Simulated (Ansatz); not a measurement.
**HAl–AlH, singlet: vertical spin and charge gaps**

Geometry (PBE0/def2-TZVP stationary point for this spin, not checked as a minimum):

```json
{"atom": "Al", "x (Å)": "0.0000", "y (Å)": "-0.1535", "z (Å)": "1.3084"}
{"atom": "Al", "x (Å)": "0.0000", "y (Å)": "0.1535", "z (Å)": "-1.3084"}
{"atom": "H", "x (Å)": "0.0000", "y (Å)": "1.1439", "z (Å)": "2.2825"}
{"atom": "H", "x (Å)": "0.0000", "y (Å)": "-1.1439", "z (Å)": "-2.2825"}
```

Basis 6-31G; Ansatz 0.2.0. Only valence electrons are correlated (noble-gas cores frozen). R marks a restricted (for open shells ROHF) determinant. Active spaces: valence = (8e, 10o) chosen from the atoms' valence shells.

Gaps are energies of the second state less the first, at fixed atoms, for a selection of the levels run; each method lands on the state that its own search finds for that charge and spin.

Coupled cluster chose its determinant by trial CCSD, here up to 0.19 eV above the lowest Hartree–Fock solution of its kind, and MP2 stands on that determinant too.

Q: PBE gives 0.533 eV for triplet less singlet. Estimate what full CI gives in 6-31G.

A: Full CI in 6-31G gives 0.642 eV, so against it PBE is off by -0.109 eV, of which a good part can be the reference's own basis and frozen-core error.

Large singles or doubles amplitudes warn of static correlation in the HAl–AlH singlet.

| level | gap (eV) | error (meV) |
| --- | --- | --- |
| RMP2 | 0.485 | -157 |
| RCCSD(T) | 0.648 | 6 |
| RCCSDT | 0.642 | 0 |
| RCCSDT(Q) | 0.643 | 1 |
| CASSCF (valence space) | 0.657 | 15 |
| MRCISD (valence space) | 0.642 | 0 |
| MRCISD+Q (valence space) | 0.640 | -2 |
| wB97M-V | 0.823 | 181 |
| RPA-PBE | 0.693 | 51 |

Removing an electron, to the doublet: 6.673 eV at full CI (singlet Ag, doublet ion Bu, in C2h).

Large singles or doubles amplitudes warn of static correlation in the HAl–AlH singlet.

| level | gap (eV) | error (meV) |
| --- | --- | --- |
| RMP2 | 6.468 | -205 |
| BCCD(T) | 6.659 | -14 |
| RCCSDT | 6.667 | -6 |
| RCCSDTQ | 6.673 | 0 |
| CASSCF (valence space) | 6.456 | -217 |
| NEVPT2 (valence space) | 6.597 | -76 |
| MRCISD+Q (valence space) | 6.668 | -5 |
| PBE | 7.073 | 400 |
| wB97M-V | 6.982 | 309 |
| RPA-PBE | 6.791 | 118 |

In so small a basis the reference is far from its limit while semilocal and hybrid functionals are nearer theirs (RPA and double hybrids share much of the reference's basis error), so the functionals' errors here hold much of the reference's basis and frozen-core error, which can add to them or hide them.

Full CI is exact within this basis and frozen core; it isn't the basis-set limit.
